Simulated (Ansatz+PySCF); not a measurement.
Two shapes of singlet NH3 in separate pieces.

Shape 1:

```xyz
4

N     0.0000    0.0000   -0.1456
H     0.0000    0.7999    0.5097
H     0.0000   -0.7999    0.5097
H    30.0000    0.0000    0.0000
```

Shape 2:

```xyz
4

N     0.0000    0.0000   -0.1456
H     0.0000    0.7999    0.5097
H     0.0000   -0.7999    0.5097
H    10.0000    0.0000    0.0000
```

Basis set: 6-31G* (spherical functions). Left uncorrelated: 1 orbital. Charge 0, multiplicity 1.

Computed with Ansatz (development build ahead of 0.2.0); each method stands on the lowest determinant of its kind that the runs found.

Question: Which shape is lower in energy, and by how much in each method?

Answer:

```csv
method,E(2) − E(1) (eV)
RHF,-0.485
UHF,0.000
RHF-CCSD,-0.003
UHF-CCSD,0.000
UHF-CCSD(T),0.000
```

Shape 2 is lower, bar methods that put the two within 0.005 eV. Caution for RHF, RHF-CCSD: an unrestricted determinant lies well below. Caution for UHF, UHF-CCSD, UHF-CCSD(T): the unrestricted determinant is a mixture of spin states. Caution for RHF-CCSD: large amplitudes, a single reference is doubtful. Caution for UHF-CCSD, UHF-CCSD(T): bonds are stretched, where a single reference can fail.
